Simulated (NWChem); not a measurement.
**C3H3N (SMILES [H]/N=C\C#C) at B3LYP/6-31G(d) (spherical functions)**

What is the vertical ionisation energy of C3H3N at B3LYP/6-31G* (spherical functions)? 

The results are computed with NWChem 7.3.0.

1 further run of the same task is left out (it didn't finish). Runs told in other sessions of the task aren't counted.

## Step 1: Starting point

C3H3N has 7 atoms, charge 0, and is taken as a singlet. As SMILES, `[H]/N=C\C#C`. The shape is that of a PBE0-D4/def2-TZVP optimisation.

Bond lengths: N2–C3 1.269 Å, C3–C4 1.430 Å, C4–C5 1.202 Å, H1–N2 1.021 Å, C3–H6 1.092 Å, C5–H7 1.065 Å. Angles: N2–C3–C4 126.0°, C3–C4–C5 179.5°, N2–C3–H6 118.1°, C4–C3–H6 115.9°, H1–N2–C3 110.5°, C4–C5–H7 179.6°.

## Step 2: Energy and gradient at B3LYP/6-31G(d) (spherical functions)

Contents of run.xyz:

```xyz
7

H      0.042980    -1.921630     0.276790
N      0.571870    -1.414880     0.988450
C      0.520410    -0.165300     0.774280
C     -0.170650     0.476280    -0.301020
C     -0.748370     1.024920    -1.201350
H      1.046470     0.497080     1.464630
H     -1.262700     1.503530    -2.001770
```

Contents of run.nw:

```
start run
memory total 2200 mb

geometry units angstrom noautosym nocenter noautoz
  load format xyz run.xyz
end

basis "ao basis" spherical bse
  * library 6-31G*
end

dft
  xc b3lyp
  grid xfine
  convergence energy 1e-08
  maxiter 100
  mulliken
end

task dft gradient
```

Command:

```sh
$ nwchem run.nw > run.out
```

Standard output:

```text
[...]
          Wavefunction type:  closed shell.
          No. of atoms     :     7
          No. of electrons :    28
[...]
          Charge           :     0
          Spin multiplicity:     1
[...]
          AO basis - number of functions:    62
[...]
              XC Information
              --------------
                         B3LYP Method XC Potential
                     Hartree-Fock (Exact) Exchange  0.200
                        Slater Exchange Functional  0.800 local
                    Becke 1988 Exchange Functional  0.720 non-local
              Lee-Yang-Parr Correlation Functional  0.810
                  VWN I RPA Correlation Functional  0.190 local
[...]
 d= 0,ls=0.0,diis     1   -170.6968195019 -2.61D+02  2.07D-02  5.58D-01     1.6
[...]
 d= 0,ls=0.0,diis    11   -170.7686250868 -3.81D-09  7.39D-07  2.90D-09    14.0
         Total DFT energy =     -170.768625086787
      One electron energy =     -408.513144557544
           Coulomb energy =      171.335484442780
    Exchange-Corr. energy =      -24.237034814660
 Nuclear repulsion energy =       90.646069842637
[...]
      Total Density - Mulliken Population Analysis
     ---------------------------------------------
    Atom       Charge   Shell Charges
 -----------   ------   -------------------------------------------------------
    1 H    1     0.70   0.51  0.19
    2 N    7     7.46   2.00  0.83  2.38  0.89  1.34  0.04
    3 C    6     6.07   2.00  0.69  2.05  0.48  0.79  0.06
    4 C    6     5.68   2.00  0.69  2.04  0.46  0.47  0.03
    5 C    6     6.46   2.00  0.69  2.00  0.71  1.05  0.02
    6 H    1     0.83   0.53  0.30
    7 H    1     0.79   0.51  0.28
[...]
  wavefunction    = closed shell
                         DFT ENERGY GRADIENTS
    atom               coordinates                        gradient
                 x          y          z           x          y          z
   1 H       0.081220  -3.631354   0.523057    0.002063   0.002155   0.002760
   2 N       1.080678  -2.673736   1.867900   -0.003819   0.013228  -0.007023
   3 C       0.983432  -0.312372   1.463177    0.000274  -0.011115   0.001621
   4 C      -0.322482   0.900039  -0.568845   -0.005753   0.003842  -0.008780
   5 C      -1.414214   1.936818  -2.270222    0.007599  -0.007260   0.011847
   6 H       1.977542   0.939345   2.767749   -0.001059  -0.000330  -0.001493
   7 H      -2.386157   2.841260  -3.782797    0.000695  -0.000520   0.001068
[...]
```

Wall time 17 s (1 thread of Intel Xeon 6975P-C (Granite Rapids), shared host); peak memory 0.13 GiB.

## Step 3: The doublet cation: a single-point energy at UB3LYP/6-31G(d) (spherical functions)

Contents of work.nw:

```
echo
start work
memory 2200 mb
charge 1

geometry units angstrom noautosym nocenter noautoz
  H     0.042980   -1.921630    0.276790
  N     0.571870   -1.414880    0.988450
  C     0.520410   -0.165300    0.774280
  C    -0.170650    0.476280   -0.301020
  C    -0.748370    1.024920   -1.201350
  H     1.046470    0.497080    1.464630
  H    -1.262700    1.503530   -2.001770
end

basis "ao basis" spherical bse
  * library 6-31G*
end

dft
  xc b3lyp
  mult 2
  grid xfine
  convergence energy 1e-08
  iterations 100
  mulliken
end

task dft energy
```

Command:

```sh
$ nwchem work.nw > work.out
```

Standard output:

```text
[...]
          Wavefunction type:  spin polarized.
          No. of atoms     :     7
          No. of electrons :    27
[...]
          Charge           :     1
          Spin multiplicity:     2
[...]
          AO basis - number of functions:    62
[...]
              XC Information
              --------------
                         B3LYP Method XC Potential
                     Hartree-Fock (Exact) Exchange  0.200
                        Slater Exchange Functional  0.800 local
                    Becke 1988 Exchange Functional  0.720 non-local
              Lee-Yang-Parr Correlation Functional  0.810
                  VWN I RPA Correlation Functional  0.190 local
[...]
 d= 0,ls=0.0,diis     1   -170.2216583487 -2.61D+02  2.30D-02  2.86D-01     2.5
[...]
 d= 0,ls=0.0,diis    18   -170.3927571163 -1.05D-09  5.16D-07  7.84D-10    39.3
[...]
         Total DFT energy =     -170.392757116336
      One electron energy =     -400.729519940401
           Coulomb energy =      163.561353855258
    Exchange-Corr. energy =      -23.870660873830
 Nuclear repulsion energy =       90.646069842637
[...]
      Total Density - Mulliken Population Analysis
     ---------------------------------------------
    Atom       Charge   Shell Charges
 -----------   ------   -------------------------------------------------------
    1 H    1     0.58   0.47  0.10
    2 N    7     7.23   2.00  0.84  2.36  0.86  1.14  0.03
    3 C    6     5.93   2.00  0.72  2.03  0.45  0.67  0.06
    4 C    6     5.67   2.00  0.69  2.05  0.42  0.49  0.02
    5 C    6     6.22   2.00  0.73  1.93  0.69  0.85  0.03
    6 H    1     0.70   0.51  0.19
    7 H    1     0.67   0.49  0.18
[...]
      <S2> =      0.7612 (Exact =     0.7500)
[...]
```

Run time: 40 s. Hardware: 1 thread of Intel Xeon 6975P-C (Granite Rapids), shared host; peak memory 0.12 GiB.

## Step 4: Outcome

Level: B3LYP/6-31G* (spherical functions).

| quantity | value |
| --- | --- |
| singlet C3H3N: total energy | -170.76863 Eh |
| singlet C3H3N: dipole moment | 2.30 D |
| singlet C3H3N: HOMO energy | -7.54 eV |
| singlet C3H3N: LUMO energy | -1.33 eV |
| singlet C3H3N: HOMO–LUMO gap | 6.21 eV |
| singlet C3H3N: largest force on an atom | 0.814 eV/Å |
| doublet cation: total energy | -170.39276 Eh |
| doublet cation: HOMO energy (highest over α and β) | -14.60 eV |
| doublet cation: LUMO energy (lowest over α and β) | -12.89 eV |
| doublet cation: ⟨S²⟩ | 0.761 |
| vertical ionisation energy (to the doublet cation) | 10.228 eV |

In words: Removing an electron at fixed nuclei costs 10.23 eV (236 kcal/mol). The largest force (singlet C3H3N) is 0.81 eV/Å: the shape isn't a stationary point for this species at this level. −ε(HOMO) before ionisation, 7.54 eV, is 2.69 eV below this ionisation energy. Mulliken charges (singlet C3H3N) run from -0.46 on N2 to +0.32 on C4; they depend strongly on the basis. Mulliken charges (doublet cation) run from -0.23 on N2 to +0.42 on H1; they depend strongly on the basis.
